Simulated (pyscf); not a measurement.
Thermochemistry of product channels of H₂C=CH₂ + Cl–Cl on the singlet surface, in kcal/mol, from CCSD(T)/def2-TZVPP + ΔMP2(QZVPP) energies (ideal gas, 1 atm, RRHO with modes under 100 cm⁻¹ raised to 100, one conformer, R ln 2 for rigid chiral ones). Single points on ωB97X-D3(BJ)/def2-SVP structures (PySCF, gas phase). MP2 and CC: frozen core, UHF for open shells. ΔMP2 is the change of the MP2 total energy from the triple- to the quadruple-zeta basis.

```csv
products,ΔE,ΔH(298 K),ΔG(298 K),ΔG(1200 K)
Cl–CH₂–Cl + CH₂ [singlet],___,+66.1,+64.9,+60.4
H₂C=CH–Cl + HCl,-28.5,-29.9,-30.5,___
```

Q: Some entries are withheld; supply them.

A: 
- Cl–CH₂–Cl + CH₂ [singlet], ΔE: +69.2
- H₂C=CH–Cl + HCl, ΔG(1200 K): -33.0

These are energies of the channels, which say nothing of barriers. CH₂ [singlet] is an excited spin state, 8.9 kcal/mol over the triplet at ωB97X-D3(BJ). A restricted singlet here is unstable towards spin polarisation, as is usual where a triplet lies low; its energy is less safe. The CCSD(T) − MP2 part came from Ansatz, without density fitting, on the same reference.
